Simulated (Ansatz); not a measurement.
**How far each method lies from RCCSDTQ for HSiGe, doublet**

Geometry: a PBE0/def2-TZVP stationary point for this spin, not checked as a minimum.

```yaml
atoms:
  - { symbol: Si, position_ang: [0.0000, 0.0000, 0.2315] }
  - { symbol: Ge, position_ang: [0.0000, 0.0000, -1.9584] }
  - { symbol: H, position_ang: [0.0000, 0.0000, 1.7269] }
```

Basis cc-pVDZ; Ansatz 0.2.0. Correlated methods freeze the noble-gas cores and the filled d shells of p-block atoms, which leaves 9 electrons in 31 orbitals. R marks a restricted (for open shells ROHF) determinant, U an unrestricted one. Active spaces: pair = (3e, 3o) about the gap; valence = (9e, 9o) chosen from the atoms' valence shells. No spin–orbit coupling is included, and no scalar relativity.

Full CI isn't at hand for all of this; RCCSDTQ serves as the reference, and is uncertain by about the last step of the cluster series. The frozen core follows each run's orbitals, which can shift R against U totals by a few meV for light atoms and by up to 0.1 eV past Ca.

For open shells CISD is restricted-active-space CI with the open shells as a complete middle space.

* UHF ⟨S²⟩: 1.249
* ⟨S²⟩ of the determinant under UCCSD: 1.112
* T1 diagnostic (RCCSD): 0.0230
* largest doubles amplitude (RCCSD): 0.147

```csv
level,E − E(RHF) (eV)
RMP2,-4.3530
RCCSD,-5.1431
RCCSD(T),-5.4188
```

(1) Estimate how far RCCSDTQ in cc-pVDZ lies from RCCSD(T). The table doesn't fix it; the size of (T) and the diagnostics are the guide.

(1) RCCSDTQ in cc-pVDZ lies 2.42 mEh below RCCSD(T), which is 24 % of the (T) step (-10.13 mEh). A doubles amplitude is large, but (T) still catches most of what CCSD lacks. The miss exceeds 1 kcal/mol.

The other levels:

```tsv
level	E − E(RCCSDTQ) (mEh)	share of correlation (%)	wall time
CISD	28.39	85.92	3.4 s
BCCD(T)	2.48	98.77	5.5 s
RCCSDT	0.99	99.51	–
RCCSDT(Q)	0.05	99.98	18 s
CASSCF (pair space)	181.92	9.75	–
NEVPT2 (pair space)	39.82	80.25	3.7 s
MRCISD (pair space)	23.06	88.56	–
MRCISD+Q (pair space)	2.74	98.64	4.1 s
CASSCF (valence space)	116.60	42.15	–
NEVPT2 (valence space)	28.72	85.75	8 s
MRCISD (valence space)	8.03	96.02	–
MRCISD+Q (valence space)	-0.17	100.08	8 s
MRCISD+Q(relaxed) (valence space)	-1.04	100.52	9 s
```

The correlation energy at RCCSDTQ, counted from RHF, is -5.485 eV. That run took 25 s on 2 threads of AMD EPYC 7R13 with a shared H100 80 GB, shared host.

Run but not shown, since their state or frozen core can't be matched to the reference's or they repeat it: UHF, UMP2, UCCSD, UCCSD(T), UCCSDT, UCCSDT(Q).

Times hold each run's SCF and search for its determinant on a shared host, so for small cases they say little of a method's own cost; they ran on 1 thread of AMD EPYC 7R13.

Natural occupations of CASSCF (valence space) about the gap: 1.982 1.971 1.934 1.897 0.980 0.108 0.061 0.052 0.015; effectively unpaired electrons, Σ n²(2−n)², 1.13.
